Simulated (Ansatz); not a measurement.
# B2NH (triplet): from Hartree-Fock to the top rungs, def2-TZVPP

An exercise on one series of results from a longer session: the logs are not shown, and one member is left open.

Program: Ansatz 0.2.0, Gaussian basis. Level of theory: def2-TZVPP, core rule «outside noble gas», up to 3 orbitals frozen. These are calculated values, not measurements.

To be run: UHF; ROHF; CCSD(T) on UHF.

2 further runs of the same task are left out: 2 set aside as unsound or not needed.

### What is computed

The geometry is a PBE0/def2-TZVP stationary point (not a proven minimum) of the parent state, kept for this charge and spin.

4 atoms, charge 0, spin multiplicity 3.

Atoms are counted from 1 here; the program's logs count them from 0.

Bond lengths: B1–N3 1.260 Å, B1–H4 1.171 Å, B2–N3 1.370 Å. Angles: N3–B1–H4 180.0°, B1–N3–B2 180.0°.

Coordinates:

```xyz
4
B2HN
B     0.0000    0.0000    0.6799
B     0.0000    0.0000   -1.9504
N     0.0000    0.0000   -0.5799
H     0.0000    0.0000    1.8505
```

Set-up of the first run:

in.yaml reads:

```yaml
crystal:
  periodic: [false, false, false]
  atoms:
    - {symbol: B, position_ang: [0.000000, 0.000000, 0.679878]}
    - {symbol: B, position_ang: [0.000000, 0.000000, -1.950409]}
    - {symbol: N, position_ang: [0.000000, 0.000000, -0.579945]}
    - {symbol: H, position_ang: [0.000000, 0.000000, 1.850476]}
basis:
  gaussian: {orbitals: def2-TZVPP}
magnetization: {spin_polarized: true, initial_magnetization: 2}
hamiltonian: {xc: hf}
output: {orbitals: {seedname: orbitals}}
```

Launch:

```console
$ ansatz run in.yaml --threads 1 --pin off --events-out ev --progress --plain --max-ram 3968MiB --backend cpu
```

Among the steps run: UHF; ROHF; CCSD(T) on UHF.

One of the session's tables, all rows but one given; the rest of the session is left out.

| method | from UCCSD(T) (kcal/mol) |
| --- | --- |
| ROHF | +229.77 |
| UHF | ? |
| UMP2 | +22.80 |
| UCCSD | +10.80 |
| UCCSD(T) | 0 |

Q: Estimate the row for UHF from the others.

As computed: from UCCSD(T) (kcal/mol): +225.24. In the column «from UCCSD(T) (kcal/mol)» it lies between UMP2 (+22.80) and ROHF (+229.77).
